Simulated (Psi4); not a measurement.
# One shape, several levels: SiH3 (silyl radical)

We compute a comparison of 6 runs (U-wB97M-V/cc-pVTZ, U-wB97X/cc-pVTZ, UBHLYP/cc-pVTZ, UDSD-PBEP86/cc-pVTZ, UHSE06/cc-pVTZ, UMP3/cc-pVTZ) of SiH3 (silyl radical). 

The results are computed with Psi4 1.11.

1 further run of the same task is left out (set aside as unsound or not needed).

### Step 1. The molecule

SiH3 has 4 atoms, charge 0, and is taken as a doublet. SMILES: `[SiH3]`. The Si1–H3 distance was set to 1.932 Å, away from the relaxed value.

Bond lengths: Si1–H2 1.486 Å, Si1–H4 1.486 Å. Angles: H2–Si1–H4 111.2°. A long bond or contact: Si1–H3 1.932 Å.

### Step 2. The energy at U-wB97M-V/cc-pVTZ (run 1)

Input file job.dat:

```
memory 2.2 GB

molecule {
  0 2
  Si     0.449142     0.385566    -0.231285
  H      0.714512     1.077766     1.056645
  H     -0.224040    -1.401650     0.060130
  H     -0.473528     1.175716    -1.087245
  units angstrom
  symmetry c1
  no_reorient
  no_com
}

set globals {
  basis cc-pVTZ
  reference uks
  puream true
  e_convergence 1e-09
  d_convergence 1e-08
  scf_type pk
  dft_radial_points 99
  dft_spherical_points 590
  maxiter 100
}

energy('wb97m-v')
```

The run is started by

```
psi4 job.dat job.out -n 1
```

job.out:

```text
[...]
  Running in c1 symmetry.
[...]
  Nuclear repulsion =   14.394970485098431
[...]
  Multiplicity = 2
[...]
  Nalpha       = 9
  Nbeta        = 8
[...]
    Number of basis functions: 76
[...]
   @UKS iter   1:  -291.14779821847100   -5.21789e-01   2.38744e-03 ADIIS/DIIS
[...]
   @UKS iter  12:  -291.16255424113535   -3.12070e-11   9.06505e-09 DIIS
[...]
   @S^2 Observed:                7.509780507E-01
[...]
    Orbital Energies [Eh]
    ---------------------
    Alpha Occupied:
       1A    -66.457338     2A     -5.475818     3A     -3.794471
       4A     -3.788554     5A     -3.787503     6A     -0.644969
       7A     -0.463148     8A     -0.410485     9A     -0.305450
    Alpha Virtual:
      10A      0.044226    11A      0.103417    12A      0.107213
      13A      0.221884    14A      0.253996    15A      0.260431
      16A      0.260674    17A      0.269377    18A      0.300170
      19A      0.358760    20A      0.365063    21A      0.400616
      22A      0.408280    23A      0.560891    24A      0.627340
      25A      0.695148    26A      0.738021    27A      0.774341
[...]
  @UKS Final Energy:  -291.16255424113535
   => Energetics <=
    Nuclear Repulsion Energy =             14.3949704850984315
    One-Electron Energy =                -430.9647464158446724
    Two-Electron Energy =                 141.7947209052168205
    DFT Exchange-Correlation Energy =     -16.4591734597736910
    Empirical Dispersion Energy =           0.0000000000000000
    VV10 Nonlocal Energy =                  0.0716742441677559
    Total Energy =                       -291.1625542411353535
[...]
 Multipole Moments:
 ------------------------------------------------------------------------------------
     Multipole            Electronic (a.u.)      Nuclear  (a.u.)        Total (a.u.)
 ------------------------------------------------------------------------------------
 L = 1.  Multiply by 2.5417464519 to convert [e a0] to [Debye]
 Dipole X            :        -11.7900669           11.9145947            0.1245278
 Dipole Y            :        -11.5335358           11.8103272            0.2767914
 Dipole Z            :          6.0067412           -6.0631107           -0.0563695
 Magnitude           :                                                    0.3087040
[...]
```

It took 2 min on 1 thread of Intel Xeon at 2.50GHz (Skylake/Cascade Lake), shared host; peak memory 1.6 GiB.

### Step 3. The energy at U-wB97X/cc-pVTZ (run 2)

Input file run.py:

```python
import psi4

psi4.set_memory(2200000000)
psi4.set_num_threads(1)
psi4.set_output_file('h3si.out', False)

m = psi4.geometry("""
0 2
Si     0.449142     0.385566    -0.231285
H      0.714512     1.077766     1.056645
H     -0.224040    -1.401650     0.060130
H     -0.473528     1.175716    -1.087245
units angstrom
symmetry c1
""")

psi4.set_options({
    'basis': 'cc-pVTZ',
    'reference': 'uks',
    'puream': True,
    'e_convergence': 1e-09,
    'd_convergence': 1e-08,
    'scf_type': 'pk',
    'dft_radial_points': 99,
    'dft_spherical_points': 590,
    'maxiter': 100,
})

energy_value, wavefunction = psi4.energy("wb97x", return_wfn=True)
print(f'wb97x energy: {energy_value:.10f} Eh')
for k, v in sorted(psi4.core.scalar_variables().items()):
    print(f'{k:45s} {v:18.10f}')
```

The run is started by

```
python run.py
```

h3si.out:

```text
[...]
  Running in c1 symmetry.
[...]
  Nuclear repulsion =   14.394970485098430
[...]
  Multiplicity = 2
[...]
  Nalpha       = 9
  Nbeta        = 8
[...]
    Number of basis functions: 76
[...]
   @UKS iter   1:  -291.17588443110179   -5.45829e-01   2.37047e-03 ADIIS/DIIS
[...]
   @UKS iter  13:  -291.19208439378764   -3.75167e-12   2.92624e-09 DIIS
[...]
   @S^2 Observed:                7.518460046E-01
[...]
    Orbital Energies [Eh]
    ---------------------
    Alpha Occupied:
       1A    -66.172916     2A     -5.413556     3A     -3.773012
       4A     -3.768795     5A     -3.767501     6A     -0.658771
       7A     -0.472067     8A     -0.421288     9A     -0.320529
    Alpha Virtual:
      10A      0.054005    11A      0.115050    12A      0.118818
      13A      0.236223    14A      0.267561    15A      0.271634
      16A      0.274349    17A      0.281771    18A      0.322575
      19A      0.386014    20A      0.395105    21A      0.421730
      22A      0.437854    23A      0.586012    24A      0.653606
      25A      0.715151    26A      0.762695    27A      0.795202
[...]
  @UKS Final Energy:  -291.19208439378764
   => Energetics <=
    Nuclear Repulsion Energy =             14.3949704850984297
    One-Electron Energy =                -431.0143759854581731
    Two-Electron Energy =                 141.6996837940448017
    DFT Exchange-Correlation Energy =     -16.2723626874727110
    Empirical Dispersion Energy =           0.0000000000000000
    VV10 Nonlocal Energy =                  0.0000000000000000
    Total Energy =                       -291.1920843937876384
[...]
 Multipole Moments:
 ------------------------------------------------------------------------------------
     Multipole            Electronic (a.u.)      Nuclear  (a.u.)        Total (a.u.)
 ------------------------------------------------------------------------------------
 L = 1.  Multiply by 2.5417464519 to convert [e a0] to [Debye]
 Dipole X            :          1.1985963           -1.1246952            0.0739011
 Dipole Y            :          0.5379771           -0.2577121            0.2802650
 Dipole Z            :         -0.6396542            0.6114984           -0.0281557
 Magnitude           :                                                    0.2912088
[...]
```

Standard output:

```text
wb97x energy: -291.1920843938 Eh
CURRENT ENERGY                                   -291.1920843938
CURRENT REFERENCE ENERGY                         -291.1920843938
DD SOLVATION ENERGY                                 0.0000000000
DFT FUNCTIONAL TOTAL ENERGY                      -291.1920843938
DFT TOTAL ENERGY                                 -291.1920843938
DFT VV10 ENERGY                                     0.0000000000
DFT XC ENERGY                                     -16.2723626875
GRID ELECTRONS ALPHA                                9.0000000246
GRID ELECTRONS BETA                                 8.0000000274
GRID ELECTRONS TOTAL                               17.0000000520
NUCLEAR REPULSION ENERGY                           14.3949704851
ONE-ELECTRON ENERGY                              -431.0143759855
PCM POLARIZATION ENERGY                             0.0000000000
PE ENERGY                                           0.0000000000
SCF ITERATION ENERGY                             -291.1920843938
SCF ITERATIONS                                     13.0000000000
SCF TOTAL ENERGY                                 -291.1920843938
TWO-ELECTRON ENERGY                               141.6996837940
XC GRID RADIAL POINTS                              99.0000000000
XC GRID SPHERICAL POINTS                          590.0000000000
XC GRID TOTAL POINTS                           224608.0000000000
```

It took 33 s on 1 thread of Intel Xeon at 2.50GHz (Skylake/Cascade Lake), shared host; peak memory 0.96 GiB.

Runs 3 to 4 aren't shown in full; the table further down has their settings and results.

### Step 4. Energy and forces at UHSE06/cc-pVTZ (run 5)

Input file h3si.json:

```json
{
 "schema_name": "qcschema_input",
 "schema_version": 1,
 "molecule": {
  "schema_name": "qcschema_molecule",
  "schema_version": 2,
  "symbols": ["Si", "H", "H", "H"],
  "geometry": [0.84875537, 0.72861414, -0.43706531, 1.35023199, 2.03668257, 1.99676966, -0.42337424, -2.64873462, 0.11362923, -0.89483823, 2.22178124, -2.05459528],
  "molecular_charge": 0,
  "molecular_multiplicity": 2,
  "fix_symmetry": "c1",
  "fix_com": true,
  "fix_orientation": true
 },
 "driver": "gradient",
 "model": {
  "method": "hse06",
  "basis": "cc-pVTZ"
 },
 "keywords": {
  "reference": "uks",
  "puream": true,
  "e_convergence": 1e-09,
  "d_convergence": 1e-08,
  "scf_type": "pk",
  "dft_radial_points": 99,
  "dft_spherical_points": 590,
  "maxiter": 100,
  "scf_properties": ["DIPOLE", "QUADRUPOLE", "MAYER_INDICES"]
 }
}
```

The run is started by

```
psi4 --qcschema h3si.json -n 1 --memory 2200MB
```

stdout:

```text
[...]
  Running in c1 symmetry.
[...]
  Nuclear repulsion =   14.394970494229050
[...]
  Multiplicity = 2
[...]
  Nalpha       = 9
  Nbeta        = 8
[...]
    Number of basis functions: 76
[...]
   @UKS iter   1:  -291.05861066805113   -3.61441e-01   3.31257e-03 ADIIS/DIIS
[...]
   @UKS iter  12:  -291.09180837700239   -3.29692e-12   2.22387e-09 DIIS
[...]
   @S^2 Observed:                7.527158943E-01
[...]
  @UKS Final Energy:  -291.09180837700239
   => Energetics <=
    Nuclear Repulsion Energy =             14.3949704942290495
    One-Electron Energy =                -431.0617269998123788
    Two-Electron Energy =                 142.2877518051685399
    DFT Exchange-Correlation Energy =     -16.7128036765875585
    Empirical Dispersion Energy =           0.0000000000000000
    VV10 Nonlocal Energy =                  0.0000000000000000
    Total Energy =                       -291.0918083770023941
[...]
 Multipole Moments:
 ------------------------------------------------------------------------------------
     Multipole            Electronic (a.u.)      Nuclear  (a.u.)        Total (a.u.)
 ------------------------------------------------------------------------------------
 L = 1.  Multiply by 2.5417464519 to convert [e a0] to [Debye]
 Dipole X            :        -11.8425046           11.9145947            0.0720901
 Dipole Y            :        -11.5571837           11.8103272            0.2531434
 Dipole Z            :          6.0347200           -6.0631107           -0.0283907
 Magnitude           :                                                    0.2647350
 L = 2.  Multiply by 1.3450342976 to convert [e a0^2] to [Debye ang]
 Quadrupole XX       :        -25.0457130           12.8885071          -12.1572059
 Quadrupole XY       :        -10.3563139           10.5410775            0.1847636
[...]
  -Total Gradient:
     Atom            X                  Y                   Z
    ------   -----------------  -----------------  -----------------
       1        0.016685976645     0.057266863344    -0.006631681055
       2        0.001304907195     0.000381731385    -0.001809204409
       3       -0.020233471112    -0.057955301379     0.008565755791
       4        0.002239558411     0.000305055215    -0.000123267298
[...]
```

The result, in JSON:

```text
{
 "driver": "gradient",
 "model": {
  "method": "hse06",
  "basis": "cc-pVTZ"
 },
 "success": true,
 "return_result": [0.016685976644916473, 0.05726686334355152, -0.006631681054932025, 0.0013049071945017698, 0.0003817313846689388, -0.001809204408783266, -0.020233471112224698, -0.057955301379406146, 0.008565755790920674, 0.002239558410825973, 0.000305055215085559, -0.00012326729756313715],
 "properties": {
  "calcinfo_nbasis": 76,
  "calcinfo_nmo": 76,
  "calcinfo_nalpha": 9,
  "calcinfo_nbeta": 8,
  "calcinfo_natom": 4,
  "nuclear_repulsion_energy": 14.39497049422905,
  "return_energy": -291.0918083770024,
  "return_gradient": [0.016685976644916473, 0.05726686334355152, -0.006631681054932025, 0.0013049071945017698, 0.0003817313846689388, -0.001809204408783266, -0.020233471112224698, -0.057955301379406146, 0.008565755790920674, 0.002239558410825973, 0.000305055215085559, -0.00012326729756313715],
  "scf_one_electron_energy": -431.0617269998124,
  "scf_two_electron_energy": 142.28775180516854,
  "scf_xc_energy": -16.71280367658756,
  "scf_dipole_moment": [0.07209008904421665, 0.25314343468959954, -0.028390689910970934],
  "scf_total_energy": -291.0918083770024,
  "scf_total_gradient": [0.016685976644916473, 0.05726686334355152, -0.006631681054932025, 0.0013049071945017698, 0.0003817313846689388, -0.001809204408783266, -0.020233471112224698, -0.057955301379406146, 0.008565755790920674, 0.002239558410825973, 0.000305055215085559, -0.00012326729756313715],
  "scf_iterations": 12
 }
}
```

Run time: 85 s. Hardware: 1 thread of Intel Xeon at 2.50GHz (Skylake/Cascade Lake), shared host; peak memory 0.96 GiB.

### Step 5. A single-point energy at UMP3/cc-pVTZ (run 6)

Input file job.json:

```json
{
  "schema_name": "qcschema_input",
  "schema_version": 1,
  "molecule": {
    "schema_name": "qcschema_molecule",
    "schema_version": 2,
    "symbols": ["Si", "H", "H", "H"],
    "geometry": [0.84875537, 0.72861414, -0.43706531, 1.35023199, 2.03668257, 1.99676966, -0.42337424, -2.64873462, 0.11362923, -0.89483823, 2.22178124, -2.05459528],
    "molecular_charge": 0,
    "molecular_multiplicity": 2,
    "fix_symmetry": "c1"
  },
  "driver": "energy",
  "model": {
    "method": "mp3",
    "basis": "cc-pVTZ"
  },
  "keywords": {
    "reference": "uhf",
    "puream": true,
    "e_convergence": 1e-09,
    "d_convergence": 1e-08,
    "scf_type": "pk",
    "num_frozen_docc": 5,
    "maxiter": 100,
    "mp_type": "conv"
  }
}
```

The run is started by

```
psi4 --qcschema job.json -n 1 --memory 2200MB
```

stdout:

```text
[...]
  Running in c1 symmetry.
[...]
  Nuclear repulsion =   14.394970494229046
[...]
  Multiplicity = 2
[...]
  Nalpha       = 9
  Nbeta        = 8
[...]
    Number of basis functions: 76
[...]
   @UHF iter   1:  -290.57573360094295   -5.99160e-01   1.82881e-03 DIIS/ADIIS
[...]
   @UHF iter  14:  -290.59991512393157   -1.25056e-11   8.06513e-09 DIIS
[...]
   @S^2 Observed:                7.549206764E-01
[...]
    Orbital Energies [Eh]
    ---------------------
    Alpha Occupied:
       1A    -68.821584     2A     -6.165538     3A     -4.277953
       4A     -4.268122     5A     -4.267279     6A     -0.717220
       7A     -0.505002     8A     -0.439666     9A     -0.343633
    Alpha Virtual:
      10A      0.093444    11A      0.143916    12A      0.151942
      13A      0.263200    14A      0.295428    15A      0.315620
      16A      0.320420    17A      0.320501    18A      0.348752
      19A      0.426256    20A      0.435158    21A      0.462410
      22A      0.495361    23A      0.664312    24A      0.731968
      25A      0.799223    26A      0.843716    27A      0.879115
[...]
  @UHF Final Energy:  -290.59991512393157
   => Energetics <=
    Nuclear Repulsion Energy =             14.3949704942290460
    One-Electron Energy =                -430.8414473294910749
    Two-Electron Energy =                 125.8465617113304376
    Total Energy =                       -290.5999151239316234
  UHF NO Occupations:
  HONO-2 :    7  A 1.9996839
  HONO-1 :    8  A 1.9980349
[...]
 Multipole Moments:
 ------------------------------------------------------------------------------------
     Multipole            Electronic (a.u.)      Nuclear  (a.u.)        Total (a.u.)
 ------------------------------------------------------------------------------------
 L = 1.  Multiply by 2.5417464519 to convert [e a0] to [Debye]
 Dipole X            :          1.2367527           -1.1246952            0.1120575
 Dipole Y            :          0.5863282           -0.2577121            0.3286160
 Dipole Z            :         -0.6585908            0.6114984           -0.0470924
 Magnitude           :                                                    0.3503756
[...]
	SCS-MP2 Total Energy (a.u.)        :  -290.72916584296348
	SOS-MP2 Total Energy (a.u.)        :  -290.73501082228364
[...]
	SOS-PI-MP2 Total Energy (a.u.)     :  -290.74540279907995
[...]
	MP2 Total Energy (a.u.)            :  -290.71747588432322
[...]
	SCS-MP3 Total Energy (a.u.)        :  -290.73473338600991
[...]
	MP3 Total Energy (a.u.)            :  -290.73974605650886
[...]
```

The result, in JSON:

```text
{
 "driver": "energy",
 "model": {
  "method": "mp3",
  "basis": "cc-pVTZ"
 },
 "success": true,
 "return_result": -290.73974605650886,
 "properties": {
  "calcinfo_nbasis": 76,
  "calcinfo_nmo": 76,
  "calcinfo_nalpha": 9,
  "calcinfo_nbeta": 8,
  "calcinfo_natom": 4,
  "nuclear_repulsion_energy": 14.394970494229046,
  "return_energy": -290.73974605650886,
  "scf_one_electron_energy": -430.8414473294911,
  "scf_two_electron_energy": 125.84656171133044,
  "scf_dipole_moment": [0.1120574951508142, 0.3286160479101359, -0.047092419807165053],
  "scf_total_energy": -290.59991512393157,
  "scf_iterations": 14,
  "mp2_same_spin_correlation_energy": -0.01364099242853499,
  "mp2_opposite_spin_correlation_energy": -0.103919767963141,
  "mp2_singles_energy": 0.0,
  "mp2_doubles_energy": -0.11756076039167598,
  "mp2_correlation_energy": -0.11756076039165464,
  "mp2_total_energy": -290.7174758843232
 }
}
```

It took 20 s on 1 thread of Intel Xeon at 2.50GHz (Skylake/Cascade Lake), shared host; peak memory 0.53 GiB.

### Step 6. Overview of the runs

```
run                                                  level      task  frozen core orbitals  energy (Eh)  dipole moment (D)  HOMO energy (eV)  LUMO energy (eV)  wall time
  1                                      U-wB97M-V/cc-pVTZ    energy                     0  -291.162554               0.78             -8.31             -1.13      2 min
  2                                        U-wB97X/cc-pVTZ    energy                     0  -291.192084               0.74             -8.72             -1.42       33 s
  3                                         UBHLYP/cc-pVTZ  gradient                     0  -291.199674               0.77             -7.44             -1.99       38 s
  4  UDSD-PBEP86/cc-pVTZ (density fitting for correlation)    energy                     5  -290.912270                  –             -8.35             -0.61       24 s
  5                                         UHSE06/cc-pVTZ  gradient                     0  -291.091808               0.67             -6.16             -3.17       85 s
  6                                           UMP3/cc-pVTZ    energy                     5  -290.739746                  –             -9.35              0.94       20 s
```

### Step 7. Outcome

| quantity | value |
| --- | --- |
| run 6: total energy | -290.73975 Eh |
| run 6: HOMO energy (Hartree–Fock orbitals) (highest over α and β) | -9.35 eV |
| run 6: LUMO energy (Hartree–Fock orbitals) (lowest over α and β) | 0.94 eV |
| run 6: correlation energy (5 core orbitals frozen) | -139.8 mEh |
| run 6: ⟨S²⟩ of the reference determinant | 0.755 |

**Reading.** Over runs 1, 2, 3, 5 the dipole moment (its size) runs from 0.67 D (UHSE06/cc-pVTZ) to 0.78 D (U-wB97M-V/cc-pVTZ). Totals of different functionals can't be ranked against each other. All runs together took 5.3 min, the longest 2 min.
